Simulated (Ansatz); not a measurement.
```yaml
crystal:
  periodic: [false, false, false]
  atoms:
    - {symbol: C, position_ang: [1.580299, -0.595812, -1.732170]}
    - {symbol: C, position_ang: [0.750730, -0.043863, -1.063310]}
    - {symbol: S, position_ang: [-0.440552, 0.770520, -0.125034]}
    - {symbol: C, position_ang: [-0.614946, -0.320238, 1.248180]}
    - {symbol: O, position_ang: [-1.657530, 0.766324, -0.875516]}
    - {symbol: O, position_ang: [0.134198, 1.997941, 0.330352]}
    - {symbol: H, position_ang: [2.316687, -1.079601, -2.332177]}
    - {symbol: H, position_ang: [-0.960117, -1.289465, 0.892077]}
    - {symbol: H, position_ang: [-1.365259, 0.139404, 1.893940]}
    - {symbol: H, position_ang: [0.339488, -0.396412, 1.766458]}
basis:
  gaussian: {orbitals: "6-311G**"}
hamiltonian: {xc: {name: PBE-QIDH}}
scf: {lower_state_search: light}
output: {forces: true}
```

```sh
$ ansatz run in.yaml --threads 4 --pin off --events-out ev --progress --plain --max-ram 10444MiB
```

How does Ansatz answer? (Best estimate.)

Computed: The program refused the input.
```
Error: <dir> can't be read: No such file or directory (os error 2)
```
